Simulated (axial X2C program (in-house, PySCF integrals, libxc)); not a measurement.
# ClF: bond curves with and without spin–orbit coupling

What are the state, bond length, wavenumber and bond energy of ClF, and what does spin–orbit coupling change?

Program: an in-house X2C program for linear molecules on PySCF integrals. Level of theory: all-electron X2C, Cl dyall-av3z, F dyall-av3z. These are calculated values, not measurements.

## (1) The job

Input file task.json:

```json
{
 "zs": [
  17,
  9
 ],
 "q": 0,
 "bas": [
  "dyall-av3z",
  "dyall-av3z"
 ],
 "levels": [
  "PBE0",
  "HF",
  "BLYP"
 ],
 "cc": true,
 "r0": 1.63,
 "thr": -2.0,
 "nmax": 90,
 "npts": 10,
 "nst": 2,
 "ntry": 6
}
```

Keys: zs atomic numbers; q charge; bas basis sets; levels methods (HF also brings MP2); cc coupled cluster on or off; r0 starting distance in Å; thr threshold in hartree for freezing inner shells (an s shell follows its p shell); nmax most natural virtual spinors; npts points asked for on the curve; nst determinants followed; ntry starts of the search.

On the command line:

```
$ python so2c.py task.json out
```

Spin-free means the one-electron spin-free X2C Hamiltonian; two-component (2c) means X2C with spin–orbit coupling and atomic mean-field two-electron Coulomb and Gaunt terms. Basis: Cl dyall-av3z contracted to [9s8p3d2f], F dyall-av3z contracted to [7s6p3d2f]; Gaussian nuclei, density fitting. Masses: Cl 34.969 u, F 18.998 u.

Notation: σ, π±, δ± give the projection m of an orbital's angular momentum (0, ±1, ±2), α and β its spin, Λ and M_S the sums; ω is the projection of a spinor's total angular momentum and Ω the sum. Logs are in hartree.

Further steps of the session: PBE0, spin-free; HF, spin-free; BLYP, spin-free; MP2 and beyond, spin-free; PBE0, 2c; HF, 2c; BLYP, 2c; Correlated methods, 2c.

Q: Predict the outcome of this session. Wanted: for each run, Hamiltonian; Re; ωe; De; μ.

As calculated:

Lowest determinant that the search found at its distance, spin-free: M_S = 0, Λ = 0 (closed shell).

Lowest determinant that the search found at its distance, 2c: Ω = 0 (closed shell).

```csv
Hamiltonian,level,Re (Å),ωe (cm⁻¹),De (eV),μ (D)
spin-free,PBE0,1.627,825,2.59,-0.84
spin-free,HF,1.590,917,0.323,-0.98
spin-free,MP2,1.638,800,2.78,n/a
spin-free,CCSD,1.635,804,2.35,n/a
spin-free,CCSD(T),1.646,773,2.51,n/a
spin-free,BLYP,1.682,724,2.87,-0.94
2c,PBE0,1.628,825,2.58,-0.84
2c,HF,1.590,916,0.253,-0.98
2c,MP2,1.639,800,2.74,n/a
2c,CCSD,1.635,804,2.30,n/a
2c,CCSD(T),1.647,773,2.46,n/a
2c,BLYP,1.682,723,2.87,-0.94
```

Dipoles are positive if F is the positive end.

**Reading.** At CCSD(T), going from spin-free to two-component changes Re by 0 mÅ, ωe by 0.0 %, which is small (part of it comes from the scalar share of the two-electron terms). De moves by -0.05 eV; both De rest on single-determinant atoms, which can miss part of an open shell's spin–orbit lowering.

De refers to Cl + F, each in the lowest determinant found, which need not be this curve's own limit. Each curve is one determinant whose occupation by symmetry is held fixed; it was picked as the lowest of a PBE0 search that is not exhaustive. Closed shells are restricted here (equal orbitals for both partners), which fails at long range if the bond breaks into open shells. Dissociation energies refer to the lowest single-determinant-based atoms at the same level and basis. Coupled cluster ran in a truncated set of natural virtual spinors; the MP2 energy of the rest was added.
